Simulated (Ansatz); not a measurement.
SbH3⁺, doublet: the ladder up to UCCSDT(Q)

Geometry: a PBE0/def2-TZVP stationary point for this spin, not checked as a minimum.

```xyz
4

Sb    0.0000    0.0000   -0.0130
H     1.5873    0.0135    0.5265
H    -0.8069    1.3701    0.5181
H    -0.7847   -1.3817    0.5215
```

Basis def2-TZVPP with its core potentials; Ansatz 0.2.0. Correlated methods freeze the noble-gas cores and the filled d shells of p-block atoms, which leaves 7 electrons in 83 orbitals. R marks a restricted (for open shells ROHF) determinant, U an unrestricted one. Active spaces: valence = (7e, 7o) chosen from the atoms' valence shells. No spin–orbit coupling is included; scalar relativity enters through the core potentials alone.

Full CI isn't at hand for all of this; UCCSDT(Q) serves as the reference, and is uncertain by about the last step of the cluster series. The frozen core follows each run's orbitals, which can shift R against U totals by a few meV for light atoms and by up to 0.1 eV past Ca.

```
UHF ⟨S²⟩                          : 0.755
T1 diagnostic (RCCSD)             : 0.0162
largest doubles amplitude (RCCSD) : 0.038
T1 diagnostic (UCCSD)             : 0.0119
```

```
   level  E − E(UCCSDT(Q)) (kJ/mol)  share of correlation (%)  wall time
     UHF                      364.7                      1.47          –
    UMP2                       77.4                     79.10          –
   UCCSD                       10.9                     97.07          –
UCCSD(T)                        2.2                     99.42      3.8 s
  UCCSDT                        0.2                     99.94          –
```

The correlation energy at UCCSDT(Q), counted from RHF, is -3.836 eV. That run took 13 s on 2 threads of AMD EPYC 7R13 with a shared H100 80 GB, shared host.

Run but not shown, since their state or frozen core can't be matched to the reference's or they repeat it: RHF, RMP2, RCCSD, RCCSD(T), BCCD(T), RCCSDT, RCCSDT(Q), CASSCF (valence space), NEVPT2 (valence space), MRCISD (valence space), MRCISD+Q (valence space).

Times hold each run's SCF and search for its determinant on a shared host, so for small cases they say little of a method's own cost; they ran on 1 thread of AMD EPYC 7R13.

Natural occupations of CASSCF (valence space) about the gap: 1.984 1.962 1.962 1.002 0.039 0.026 0.026; effectively unpaired electrons, Σ n²(2−n)², 1.02.
